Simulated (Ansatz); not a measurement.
# Worked example: correlation energy of GaH, triplet

Geometry: a point of a stretch scan, not a stationary point.

```yaml
atoms:
  - { symbol: Ga, position_ang: [0.0000, 0.0000, 0.0000] }
  - { symbol: H, position_ang: [0.0000, 0.0000, 1.9140] }
```

Basis cc-pVQZ; Ansatz 0.2.0. Correlated methods freeze the noble-gas cores and the filled d shells of p-block atoms, which leaves 4 electrons in 84 orbitals. R marks a restricted (for open shells ROHF) determinant. No spin–orbit coupling is included, and no scalar relativity.

Full CI is exact within this basis and frozen core; it isn't the basis-set limit.

Runs differ by some tens of microhartree through their thresholds and, for an open shell, their frozen cores, so steps under 0.03 kcal/mol mean nothing.

| level | total energy (hartree) |
| --- | --- |
| RHF | -1923.767186 |
| RMP2 | -1923.818605 |
| RCCSD | -1923.835137 |
| RCCSD(T) | -1923.837307 |
| RCCSDT | -1923.837883 |
| RCCSDT(Q) | -1923.837920 |
| full CI | -1923.837870 |

Problem. What is the correlation energy at full CI, and what share of it do RMP2 and RCCSD recover?

Solution. E(corr) = -1923.837870 − (-1923.767186) = -0.070684 hartree = -1.923 eV. RMP2: -0.051419 / -0.070684 = 72.74 %. RCCSD: -0.067951 / -0.070684 = 96.13 %.

Problem. By how many kcal/mol does RCCSD(T) miss full CI (1 hartree = 627.509 kcal/mol), and which steps make up the rest?

Solution. -1923.837307 − (-1923.837870) = 0.000563 hartree = 0.35 kcal/mol. Steps: RCCSDT − RCCSD(T) = -0.36, RCCSDT(Q) − RCCSDT = -0.02, full CI − RCCSDT(Q) = 0.03 kcal/mol. That is within 1 kcal/mol of the reference in this basis, which itself misses far more of the correlation at the basis-set limit.
